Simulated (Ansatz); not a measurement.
# BH₃OS: single points off equilibrium

The task here is to estimate one member of a computed series from the others.

The runs use Ansatz 0.2.0, Gaussian basis; single points in def2-TZVPP.

Correlated methods freeze the cores.

### Where the work starts

SMILES `BSO`, 6 atoms, charge 0, spin multiplicity 1.

Atoms are counted from 1 here; the program's logs count them from 0.

Bond lengths: B1–S2 1.659 Å, B1–H4 1.279 Å, B1–H5 1.065 Å, S2–O3 1.716 Å, O3–H6 1.117 Å. Angles: S2–B1–H4 117.8°, S2–B1–H5 116.9°, H4–B1–H5 124.1°, B1–S2–O3 101.9°, S2–O3–H6 104.9°.

As a file:

```mol
BH3OS
  3D, bonds by distance, orders not assigned

  6  5  0  0  0  0  0  0  0  0999 V2000
   -0.9184   -0.0000   -0.5892 B   0  0
    0.4060   -0.8267   -0.0273 S   0  0
    1.1401    0.3360    0.9998 O   0  0
   -1.5941   -0.5283   -1.5374 H   0  0
   -1.0286    1.0086   -0.2669 H   0  0
    2.1564   -0.0738    1.2175 H   0  0
  1  2  8  0
  1  4  8  0
  1  5  8  0
  2  3  8  0
  3  6  8  0
M  END
```

The first run:

The input, run/in.yaml:

```yaml
crystal:
  periodic: [false, false, false]
  atoms:
    - {symbol: B, position_ang: [-0.918400, -0.000000, -0.589200]}
    - {symbol: S, position_ang: [0.406000, -0.826700, -0.027300]}
    - {symbol: O, position_ang: [1.140100, 0.336000, 0.999800]}
    - {symbol: H, position_ang: [-1.594100, -0.528300, -1.537400]}
    - {symbol: H, position_ang: [-1.028600, 1.008600, -0.266900]}
    - {symbol: H, position_ang: [2.156400, -0.073800, 1.217500]}
basis:
  gaussian: {orbitals: def2-TZVPP}
correlation: {method: ccsd_t}
output: {forces: true}
```

No record of the launch command was kept for these runs.

Among the steps run: CCSD(T)/def2-TZVPP; PBE0-D4/def2-TZVPP; wB97M-V/def2-TZVPP; r2SCAN-D4/def2-TZVPP; PBE-D4/def2-TZVPP; B97M-V/def2-TZVPP; HSE06-D4/def2-TZVPP.

One table of the session follows, with a row left open; its other results are not shown here.

```
   method  RMS force component (eV/Å)  angle to CCSD(T) forces (°)  dipole (D)
  CCSD(T)                       2.292                    reference        1.76
  PBE0-D4                       2.308                          5.2        1.71
  wB97M-V                       2.281                          4.0        1.72
r2SCAN-D4                       2.240                          4.1        1.72
   PBE-D4                           ?                            ?           ?
   B97M-V                       2.234                          4.8        1.73
 HSE06-D4                       2.307                          5.1        1.72
```

**Question.** Estimate the row for PBE-D4.

As computed: RMS force component (eV/Å): 2.171; angle to CCSD(T) forces (°): 5.4; dipole (D): 1.80. In the column «RMS force component (eV/Å)» it is the lowest.
